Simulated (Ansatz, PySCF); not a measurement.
C6H6 (SMILES c1ccccc1) with H2O (SMILES O) on the geometries of the S66x8 set, where R/Re scales the closest contact. Geometry at R/Re = 1.00 (charge 0, multiplicity 1):
```xyz
15

C      0.78046    -0.60993    -1.20756
H      0.89650    -1.13765    -2.14414
C      0.47825     0.75098    -1.20789
H      0.35727     1.27815    -2.14405
C      0.32760     1.43185     0.00000
H      0.09177     2.48713     0.00000
C      0.47825     0.75098     1.20789
H      0.35727     1.27815     2.14405
C      0.78046    -0.60993     1.20756
H      0.89650    -1.13765     2.14414
C      0.93196    -1.28999     0.00000
H      1.16879    -2.34523     0.00000
O     -2.78623    -0.27407     0.00000
H     -2.62142    -1.21879     0.00000
H     -1.89893     0.09752     0.00000
```

Interaction energies with rigid monomers; basis-set methods are counterpoise corrected unless marked otherwise.

Frozen-core correlation. Rows in 6-31G* carry no dispersion term and start afresh at each structure (6-31G* with six Cartesian d functions).

Codes used: Ansatz (a first-principles code) with Gaussian orbitals; PySCF for 6-31G* rows, the dispersion terms. 

```tsv
R/Re	BP86/6-31G* (no counterpoise) (kJ/mol)	r2SCAN/def2-TZVPPD (kJ/mol)	PBE0-D4/def2-TZVPPD (kJ/mol)	wB97M-V/def2-TZVPPD (kJ/mol)	SCS-MP2/aug-cc-pVDZ (kJ/mol)
0.90	-6.2	___	-12.0	-12.1	-5.5
1.00	-8.7	-12.9	-14.0	-14.0	-10.0
1.10	-8.0	-11.2	-12.5	-12.3	-10.0
1.25	-6.0	-7.8	-9.2	-8.8	-7.9
1.50	-3.6	-4.0	___	-5.0	-4.6
2.00	-1.4	-1.4	-1.5	-1.8	-1.7
```

Task: Fill in the missing entries.

Result: 
- 0.90, r2SCAN/def2-TZVPPD (kJ/mol): -11.1
- 1.50, PBE0-D4/def2-TZVPPD (kJ/mol): -4.9
